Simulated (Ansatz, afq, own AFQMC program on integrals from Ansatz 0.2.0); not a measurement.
# Where AFQMC and coupled cluster stand for CH$_{2}$⁺, doublet

```xyz
3

C     0.0000    0.0000    0.0000
H     0.0000    0.0000   -0.9732
H     0.0000    0.0000    0.9732
```

Basis cc-pVDZ. Only valence electrons are correlated. Ansatz 0.2.0 and our own AFQMC program on the same integrals; the CISD trial comes from CCSD amplitudes, and released means the phaseless constraint is let go. Free AFQMC starts from the CCSD state and is never constrained. Its projection time is finite, and what remains of the start isn't in its error. ± is one standard error of the sampling.

Determinant: UHF, the one that the program's search chose, which needn't be the lowest solution. The geometry is a point of a scan.

Full CI on the same integrals is exact in this basis and with this determinant's frozen core.

* T1 diagnostic: 0.0068
* weight of the determinant in the CISD state: 0.962
* ⟨S²⟩ of the determinant: 0.759
* size of the correlated space: 5 electrons in 23 orbitals

Reference: full CI, correlation energy -2.547 eV. The released energy is read at 2.40 1/Eh (meV from the phaseless value at times in 1/Eh: -2.2 ± 0.4 at 0.24, -2.4 ± 0.3 at 0.51, -3.3 ± 0.5 at 0.99, -3.0 ± 0.5 at 1.62, -3.9 ± 0.4 at 2.40).

```
         level  E − E(reference) (kJ/mol)  share of correlation (%)
            HF                      245.7                      0.00
           MP2                       55.8                     77.28
          CCSD                        3.7                     98.50
       CCSD(T)                        0.8                     99.66
         CCSDT                        0.1                     99.97
      CCSDT(Q)                        0.0                     99.99
        CCSDTQ                        0.0                    100.00
   ph-AFQMC/HF                  1.7 ± 1.4                     99.31
 ph-AFQMC/CISD                  0.3 ± 0.2                     99.86
released AFQMC                 0.0 ± 0.04                    100.01
    free AFQMC                 0.0 ± 0.04                     99.99
```

CCSDT and higher add their correlation energy to the determinant of the CCSD(T) run, since their own runs factorise the integrals more tightly (a shift of under 2 meV). Free projections are given only where their last times agree within the noise and don't stop above the reference; a slow remainder of the start can still hide under it. A walk keeps the symmetry of its determinant, which the program's search chose and which needn't be the lowest solution, so a lower state of the same spin and another symmetry isn't excluded. Released energies are given only where the last usable release times agree within the noise; a slower fall can still hide under it.
